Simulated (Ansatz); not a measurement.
We consider rock-salt RbBr, described by G0W0@LDA in Ansatz (plane waves, hard PAW, contour deformation).

The same calculation (at the measured cell, 40.900 Å³/atom) with different numerical settings; throughout: k mesh 2×2×2:

| run | response cutoff (eV) | empty bands | quasiparticle gap on the mesh (eV) | quasiparticle gap at Γ (eV) | rough time |
|---|---|---|---|---|---|
| 1 | 100 | 341 | 6.370 | 6.370 | 30 core-s |
| 2 | 150 | 627 | 6.490 | 6.490 | 70 core-s |
| 3 | 200 | 965 | 6.542 | 6.542 | 3 core-min |
| 4 | 250 | 1349 | 6.569 | 6.569 | 8 core-min |
| 5 | 300 | 1773 | (withheld) | (withheld) | 9 core-min |

Task: What belongs in the gaps?

Result: 
- 5, quasiparticle gap on the mesh (eV): 6.583
- 5, quasiparticle gap at Γ (eV): 6.583

In the column quasiparticle gap on the mesh (eV) the first row differs from the last by -0.213 and the next to last by -0.014.

The last row is no converged limit: other settings stay fixed.

Spin–orbit coupling is not included.

Ansatz is a program for electronic structure.
